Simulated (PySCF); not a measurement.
hydrogen sulfide cation (H₂S), SMILES S (connectivity only; charge and spin as stated), charge +1, multiplicity 2. Atoms are numbered in the order given.

```xyz
3

S      0.0000     0.0000     0.1044
H      0.0000    -0.9877    -0.8354
H      0.0000     0.9877    -0.8354
```
Charge +1, spin multiplicity 2.

Coordinates come from a PBE0-D3(BJ)/def2-TZVPD optimisation. The spin state was assumed, not searched.

Two levels are set side by side: PBE/pcH-1 (PySCF) and PBE0/pcH-1 (PySCF). Contact hyperfine couplings, same geometry. Differences are taken from unrounded values.

```csv
quantity,PBE
"A(iso) of 33S, atom S1 (MHz)",17.3
"A(iso) of 1H, atom H2 (MHz)",-52.8
"A(iso) of 1H, atom H3 (MHz)",-52.8
```

Question: These are the PBE values. What does PBE0 give? (Estimate from the structure and the level; the computed values follow.)

Answer: 
```csv
quantity,PBE0,PBE minus PBE0
"A(iso) of 33S, atom S1 (MHz)",32.6,-15.4
"A(iso) of 1H, atom H2 (MHz)",-56.4,3.7
"A(iso) of 1H, atom H3 (MHz)",-56.4,3.7
```

Rough cost on one machine, each run with all the roots and properties that it gave: PBE0 against PBE within a factor of 2.
